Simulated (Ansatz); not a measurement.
# C4H6S: the cost of one run

All numbers below are computed with Ansatz 0.2.0 (RKS PBE-D4/def2-SVP).

## 1. The system as given

Bond lengths: C1–C2 1.258 Å, C2–S3 1.622 Å, C2–C4 1.399 Å, S3–C4 1.730 Å, C4–C5 1.499 Å, C1–H6 1.143 Å, C1–H7 1.104 Å, C4–H8 1.090 Å, C5–H9 1.098 Å, C5–H10 1.076 Å, C5–H11 1.091 Å. Angles (14 of 19 angles, heavy atoms first): C1–C2–S3 139.0°, C1–C2–C4 151.6°, S3–C2–C4 69.5°, C2–S3–C4 49.2°, C2–C4–S3 61.4°, C2–C4–C5 123.4°, S3–C4–C5 120.2°, C2–C1–H6 121.6°, C2–C1–H7 124.8°, C2–C4–H8 116.3°, S3–C4–H8 114.6°, C5–C4–H8 112.1°, C4–C5–H9 107.9°, C4–C5–H10 107.5°.

Coordinates:

```xyz
11

C    -0.5437    1.3883    1.3131
C     0.0906    0.3962    0.8699
S     1.5668   -0.2647    0.9891
C     0.1754   -0.7600    0.0874
C     0.2020   -0.7424   -1.4113
H    -1.6242    1.5960    1.0035
H    -0.1159    2.1673    1.9677
H    -0.3279   -1.6450    0.4778
H     0.6861    0.1904   -1.7301
H     0.7683   -1.5975   -1.7353
H    -0.8122   -0.7855   -1.8113
```

## 2. Relaxing end A

Contents of input.yaml:

```yaml
crystal:
  periodic: [false, false, false]
  atoms:
    - { symbol: C, position_ang: [-0.5437, 1.3883, 1.3131] }
    - { symbol: C, position_ang: [0.0906, 0.3962, 0.8699] }
    - { symbol: S, position_ang: [1.5668, -0.2647, 0.9891] }
    - { symbol: C, position_ang: [0.1754, -0.76, 0.0874] }
    - { symbol: C, position_ang: [0.202, -0.7424, -1.4113] }
    - { symbol: H, position_ang: [-1.6242, 1.596, 1.0035] }
    - { symbol: H, position_ang: [-0.1159, 2.1673, 1.9677] }
    - { symbol: H, position_ang: [-0.3279, -1.645, 0.4778] }
    - { symbol: H, position_ang: [0.6861, 0.1904, -1.7301] }
    - { symbol: H, position_ang: [0.7683, -1.5975, -1.7353] }
    - { symbol: H, position_ang: [-0.8122, -0.7855, -1.8113] }
basis:
  gaussian: { orbitals: def2-SVP }
hamiltonian:
  xc: pbe
  dispersion: d4
relax:
  f_tol: 0.02
  max_steps: 50
```

The run is started by

```sh
> ansatz run input.yaml --threads 2 --pin off --max-ram 3072MiB --backend cpu --events-out ev --progress --plain --runs-dir out
```

**Question.** How long does this run take on 2 threads of Intel Xeon 6975P-C (Granite Rapids), shared host, and how much memory does it need?

About 9.4 s, with a peak of 0.15 GiB.
